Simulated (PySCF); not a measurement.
# A PySCF run on MgS

State: ¹Σ⁺ (singlet), closed shell.

An equivalent input (the run itself took its basis sets from the Basis Set Exchange, started from a PBE0 density and held the occupation σ 8α 8β, πx 3α 3β, πy 3α 3β):

```python
from pyscf import gto, dft
mol = gto.M(atom='Mg 0 0 0; S 0 0 2.142', basis={'Mg': 'def2-TZVP', 'S': 'def2-TZVP'},
            charge=0, spin=0, verbose=4, symmetry='C2v')
mf = dft.UKS(mol, xc='PBE0')
mf.grids.atom_grid = (80, 434)
mf.grids.prune = dft.gen_grid.treutler_prune
mf.irrep_nelec = {'A1': (8, 8), 'B1': (3, 3), 'B2': (3, 3)}
mf.conv_tol = 1e-9
mf.max_cycle = 60
mf.diis_space = 10
mf.kernel()
```

The log (some set-up lines and the per-cycle HOMO/LUMO lines removed):

```
******** <class 'pyscf.dft.uks_symm.SymAdaptedUKS'> ********
method = SymAdaptedUKS
damping factor = 0
level_shift factor = 0
DIIS = <class 'pyscf.scf.diis.CDIIS'>
diis_start_cycle = 1
diis_space = 10
diis_damp = 0
SCF conv_tol = 1e-09
SCF conv_tol_grad = None
SCF max_cycles = 60
number electrons alpha = 14  beta = 14
Set gradient conv threshold to 3.16228e-05
init E= -598.018602731918
cycle= 1 E= -598.011662593612  delta_E= 0.00694  |g|= 0.00446  |ddm|= 0.0145
cycle= 2 E= -598.011621266977  delta_E= 4.13e-05  |g|= 0.00898  |ddm|= 0.0153
cycle= 3 E= -598.011679708448  delta_E= -5.84e-05  |g|= 0.00177  |ddm|= 0.0112
cycle= 4 E= -598.011681413448  delta_E= -1.71e-06  |g|= 0.000721  |ddm|= 0.00269
cycle= 5 E= -598.01168185187  delta_E= -4.38e-07  |g|= 5.64e-05  |ddm|= 0.000867
cycle= 6 E= -598.011681854561  delta_E= -2.69e-09  |g|= 1.27e-05  |ddm|= 0.000115
cycle= 7 E= -598.011681854744  delta_E= -1.83e-10  |g|= 3.22e-06  |ddm|= 2.98e-05
Extra cycle  E= -598.01168185473  delta_E= 1.36e-11  |g|= 5.41e-06  |ddm|= 9.26e-06
converged SCF energy = -598.01168185473  <S^2> = -8.8817842e-15  2S+1 = 1
```

Repeating this along the bond gives Re = 2.136 Å and ωe = 546 cm⁻¹.

A point of this curve took 2.1 CPU seconds beside 0.16 for the integrals, on Arm Neoverse V1 (shared host).
